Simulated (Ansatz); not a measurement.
A nudged elastic band was laid between two geometries of C₃H₂O₂ (7 atoms, charge 0, multiplicity 1).

These are results of Ansatz, RKS r2SCAN-D4/def2-SVP, not measurements.

- movable images: 9
- climbing image: yes
- spring: 5.0 eV/Å²
- optimiser: quadratic models (default)
- start path: IDPP
- force threshold: 0.03 eV/Å
- iteration limit: 60
- end points: relaxed

Initial state:

```xyz
7
Properties=species:S:1:pos:R:3
C -0.663 0.289 1.783
C -0.285 0.039 0.656
C 0.112 -0.336 -0.687
O -0.296 -1.314 -1.267
O 0.992 0.537 -1.209
H -0.996 0.513 2.780
H 1.198 0.206 -2.102
```

Final state:

```xyz
7
Properties=species:S:1:pos:R:3
C -0.535 0.342 1.600
C -0.268 -0.059 0.483
C 0.025 -0.573 -0.850
O -0.463 -1.572 -1.303
O 0.902 0.174 -1.550
H -0.779 0.685 2.589
H 1.179 0.935 -1.015
```

Question: Which bonds break or form, and what moves?

Answer: No bond is made or broken. The dihedral O4–C3–O5–H7 goes from 0 to -180°.

Question: Give the energies along the band, and the barrier.

Answer: It converged. The highest image is number 5 of 0 to 10, 0.55 eV above the first end and 0.41 eV above the last; the last end lies 0.14 eV above the first. A vibrational analysis at the climbing image gives one clearly imaginary mode, 606i cm⁻¹: a first-order saddle point.

```
image  path coordinate (Å)  energy (eV)  dihedral O4–C3–O5–H7 (°)
    0                 0.00         0.00                         0
    1                 0.24         0.03                        -6
    2                 0.48         0.13                       -21
    3                 0.71         0.30                       -43
    4                 0.95         0.48                       -68
    5                 1.19         0.55                       -92
    6                 1.39         0.50                      -113
    7                 1.60         0.38                      -133
    8                 1.80         0.25                      -152
    9                 2.01         0.17                      -170
   10                 2.21         0.14                      -180
```

Question: What is the geometry of the highest image?

Answer: 
```xyz
7
Properties=species:S:1:pos:R:3
C -0.339 0.231 1.780
C -0.264 -0.026 0.593
C -0.167 -0.369 -0.812
O -0.643 -1.364 -1.286
O 0.468 0.589 -1.557
H -0.413 0.456 2.829
H 1.419 0.415 -1.593
```

Question: What are the harmonic wavenumbers there?

Answer: 606i, 190, 244, 549, 608, 655, 694, 740, 853, 1082, 1220, 1833, 2192, 3466, 3822 cm⁻¹.

Time of the run: 95 s on 2 threads of Intel(R) Xeon(R) 6975P-C (Granite Rapids), with other jobs on the host, peak memory 0.16 GiB.
